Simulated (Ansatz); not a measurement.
## Worked example: GaC⁺, triplet against GaC, quartet

Geometry (PBE0/def2-TZVP stationary point of a quartet), kept for both states (GaC, quartet: Σ⁻; GaC⁺, triplet: Σ⁻):

```xyz
2

C     0.0000    0.0000    0.0000
Ga    0.0000    0.0000    2.0016
```

Basis cc-pVTZ; Ansatz 0.2.0. Correlated methods freeze the noble-gas cores and the filled d shells of p-block atoms. R marks a restricted (for open shells ROHF) determinant, U an unrestricted one. No spin–orbit coupling is included, and no scalar relativity.

Full CI isn't at hand for all of this; UCCSDT(Q) serves as the reference, and is uncertain by about the last step of the cluster series.

Unrestricted rows (U, and Kohn–Sham where it breaks symmetry) aren't spin-pure: their determinants' ⟨S²⟩ exceeds S(S+1) by up to 0.64, so they mix in states of higher spin.

```json
{"level": "UHF", "E(GaC, quartet) (hartree)": "-1961.036672", "E(GaC⁺, triplet) (hartree)": "-1960.742239"}
{"level": "UMP2", "E(GaC, quartet) (hartree)": "-1961.164886", "E(GaC⁺, triplet) (hartree)": "-1960.840805"}
{"level": "UCCSD(T)", "E(GaC, quartet) (hartree)": "-1961.200071", "E(GaC⁺, triplet) (hartree)": "-1960.880483"}
{"level": "PBE", "E(GaC, quartet) (hartree)": "-1962.474456", "E(GaC⁺, triplet) (hartree)": "-1962.150665"}
{"level": "B3LYP", "E(GaC, quartet) (hartree)": "-1962.869424", "E(GaC⁺, triplet) (hartree)": "-1962.543513"}
{"level": "UCCSDT(Q)", "E(GaC, quartet) (hartree)": "-1961.202032", "E(GaC⁺, triplet) (hartree)": "-1960.884419"}
```

**Question.** Give the vertical gap, GaC⁺ triplet less GaC quartet, at each level in eV (1 hartree = 27.2114 eV), and each error against UCCSDT(Q).

**Answer.** UCCSDT(Q): (-1960.884419 − (-1961.202032)) × 27.2114 = 8.643 eV (the reference)
B3LYP: (-1962.543513 − (-1962.869424)) × 27.2114 = 8.868 eV, error 0.225 eV
PBE: (-1962.150665 − (-1962.474456)) × 27.2114 = 8.811 eV, error 0.168 eV
UCCSD(T): (-1960.880483 − (-1961.200071)) × 27.2114 = 8.696 eV, error 0.053 eV
UMP2: (-1960.840805 − (-1961.164886)) × 27.2114 = 8.819 eV, error 0.176 eV
UHF: (-1960.742239 − (-1961.036672)) × 27.2114 = 8.012 eV, error -0.631 eV

Total energies of functionals can't be set beside those of wave-function methods, since they hold the core's correlation and their own absolute errors; only the differences compare.

The reference still carries a basis error, for a change of charge of the order of 0.1 eV, so smaller errors of functionals can't be ranked.

Each level lands on the state that its own search finds. T1 diagnostics of restricted CCSD: 0.050 and 0.069.
